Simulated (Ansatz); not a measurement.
Two shapes of singlet C2H(-).

Shape 1:

```xyz
3

H     0.0045    0.0233   -1.6188
C    -0.0146    0.0460   -0.5069
C    -0.0062    0.0449    0.7776
```

Shape 2:

```xyz
3

H     0.0000    0.0000   -1.7008
C     0.0000    0.0000   -0.5334
C     0.0000    0.0000    0.8169
```

Basis set: cc-pVTZ (spherical functions). Left uncorrelated: 2 orbitals. Charge -1, multiplicity 1.

Computed with Ansatz (development build ahead of 0.2.0); each method stands on the lowest determinant of its kind that the runs found.

Task: Which shape is lower in energy, and by how much in each method?

Result:

```csv
method,E(2) − E(1) (eV)
RHF,0.616
RHF-MP2,0.365
```

Shape 1 is lower. Caution: no diffuse functions for an anion.
